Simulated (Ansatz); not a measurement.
Consider the isomerisation: `C1=NCCO1` → `CC(=N)C=O`.

Computed with Ansatz on PBE0-D4/def2-TZVP structures; ΔE is electronic, products minus reactants. CBS: MP2 limit from def2 TZ/QZ plus the TZ coupled-cluster correction, frozen cores. DFT in def2-TZVPP. Each species was taken in one conformer, which may not be the lowest.

`C1=NCCO1`:

Cartesian coordinates in Å:
```
C -1.370 -0.267 -0.383
N -0.938 0.913 -0.482
C 0.450 0.871 -0.025
C 0.701 -0.604 0.337
O -0.563 -1.244 0.074
H -2.372 -0.592 -0.637
H 1.111 1.228 -0.818
H 0.575 1.541 0.829
H 0.948 -0.762 1.388
H 1.459 -1.084 -0.284
```

`CC(=N)C=O`:

Z-matrix (Å, degrees):
```
C
C 1 1.490
H 1 1.095 2 110.6
H 1 1.095 2 110.7 3 118.1
H 1 1.088 2 110.2 3 -120.9
N 2 1.264 1 122.6 3 120.4
C 2 1.515 1 116.9 3 -59.5
H 6 1.026 2 108.7 1 -180.0
O 7 1.199 2 122.5 1 179.9
H 7 1.110 2 116.3 1 -0.1
```

Q: Is it downhill or uphill in electronic energy at CCSD(T)/CBS, and by how much? (Estimate.)

A: Ansatz gave: Uphill: ΔE = +15.7 kJ/mol.

Q: What do these levels give: LDA (SPW92), PBE-D4, r2SCANh-D4, CAM-B3LYP-D4, ωB97X-V, r2SCAN, HF/def2-SVP, MP2/def2-TZVPP, MP2/def2-QZVPP, SCS-MP2/def2-QZVPP, HF/CBS(def2), CCSD/CBS(def2)? (An estimate is asked.)

A: The calculation gave: LDA (SPW92) 47.8, PBE-D4 17.9, r2SCANh-D4 22.7, CAM-B3LYP-D4 17.1, ωB97X-V 25.0, r2SCAN 19.4, HF/def2-SVP 5.8, MP2/def2-TZVPP 17.7, MP2/def2-QZVPP 18.7, SCS-MP2/def2-QZVPP 13.1, HF/CBS(def2) 9.9, CCSD/CBS(def2) 16.6 kJ/mol.

Largest T1 diagnostic among the species: 0.014.

Leaving LDA and LC-ωPBE aside and taking each functional with its dispersion term where it has one, the values, not all of them listed here, spread over 34.6 kJ/mol, from BLYP-D4 to PBE-QIDH. LDA lies +30.8 kJ/mol from PBE without D4. From r2SCAN to r2SCAN0 (25 % exact exchange), in def2-TZVPP and without D4, ΔE moves by +8.2 kJ/mol. At CCSD(T), def2-SVP lies −16.2 kJ/mol from the extrapolated value and def2-TZVPP −1.6 kJ/mol.
